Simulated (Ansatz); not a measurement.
Abridged output of a molecular run in Ansatz:

```
Functional definition: HF
1065 factors; integrals over basis functions are off by at most 1.2e-3 eV
mean field evaluation 1: about -19151.6572 eV, gradient 3.9e1 eV
mean field evaluation 2: about -19151.8232 eV, gradient 3.9e1 eV
mean field evaluation 4: about -19155.1295 eV, gradient 4.0e0 eV
mean field evaluation 8: about -19155.1876 eV, gradient 2.4e-1 eV
mean field -19155.18806330 eV, -703.9401774733 hartree, gradient 1.2e-6 eV, S^2 0.000000; 0 other end points of the search recorded, 0 dependent functions left out
10 core orbitals not correlated: weight in the atoms' cores, before any rotation towards them, 1.000 or more for the frozen orbitals, at most 0.000 for the correlated occupied ones
reference -19155.18806330 eV, -703.9401774733 hartree; 18, 18 occupied and 80, 80 virtual orbitals, 1065 factors
second order -25.25928631 eV of doubles, -0.00000000 eV of singles
cycle   1  -25.62001915 eV  change   -3.6e-1 eV  update   1.1e-1
cycle   2  -26.20127977 eV  change   -5.8e-1 eV  update   3.4e-2
cycle   3  -26.36350143 eV  change   -1.6e-1 eV  update   1.7e-2
cycle   4  -26.35777989 eV  change    5.7e-3 eV  update   3.8e-3
cycle   5  -26.35678749 eV  change    9.9e-4 eV  update   1.6e-3
cycle   6  -26.35725847 eV  change   -4.7e-4 eV  update   5.3e-4
cycle   7  -26.35683824 eV  change    4.2e-4 eV  update   2.1e-4
cycle   8  -26.35673903 eV  change    9.9e-5 eV  update   8.8e-5
cycle   9  -26.35677821 eV  change   -3.9e-5 eV  update   3.1e-5
cycle  10  -26.35678239 eV  change   -4.2e-6 eV  update   1.1e-5
perturbative correction -0.77013031 eV, -0.0283017671 hartree
Total energy: -19182.31497600 eV, -704.9370731279 hartree
```

Its atoms:

```xyz
10

N    -0.5676   -0.8356   -1.0056
C     0.3346   -0.2503   -0.1077
S     1.9655   -0.8879   -0.0857
C    -0.0232    0.7275    0.7234
O    -1.2587    1.2587    0.7463
F     0.7762    1.2149    1.6736
H    -1.4607   -0.3609   -1.0155
H    -0.1836   -0.9023   -1.9389
H     1.6126   -2.1728    0.1108
H    -1.1951    2.2088    0.8993
```

Which basis set was used?
A. def2-SVP
B. def2-TZVPPD
C. def2-TZVPP
D. cc-pV(Q+d)Z

A. It gives 108 functions.

Write the keys of the input that set method, charge and spin (a neutral closed shell needs none for the last two).


```yaml
correlation: {method: ccsd_t}
```
